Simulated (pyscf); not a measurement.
boric acid (HO–B(OH)–OH) + methane (CH₄) → water (H₂O) + H₃C–B(OH)–OH (four-centre exchange; singlet surface; B–O, C–H broken, H–O, B–C formed). PySCF, gas phase, ωB97X-D3(BJ)/def2-SVP geometries. Energies in kcal/mol from the separated reactants.

```tsv
level	barrier	reaction energy
ωB97X-D3(BJ)/def2-TZVP	67.1	+30.2
PBE/def2-TZVP	61.2	+29.7
r²SCAN/def2-TZVP	___	___
PBE0-D3(BJ)/def2-TZVP	___	+30.1
M06-2X/def2-TZVP	66.9	+32.9
HF/def2-TZVP	91.2	+35.2
```

Q: What belongs in the gaps?

A: 
- r²SCAN/def2-TZVP, barrier: 63.8
- r²SCAN/def2-TZVP, reaction energy: +31.7
- PBE0-D3(BJ)/def2-TZVP, barrier: 63.2

The functionals in the table span 5.9 kcal/mol in this barrier, from PBE to ωB97X-D3(BJ)/def2-TZVP. On the product side the descent ends in a complex, 4.2 kcal/mol under the separated species and 41.1 kcal/mol under the saddle at ωB97X-D3(BJ)/def2-TZVP. The products may also form a dative adduct at H₃C–B(OH)–OH; it and routes through it were not searched. One saddle was located; it need not be the lowest between these sides.
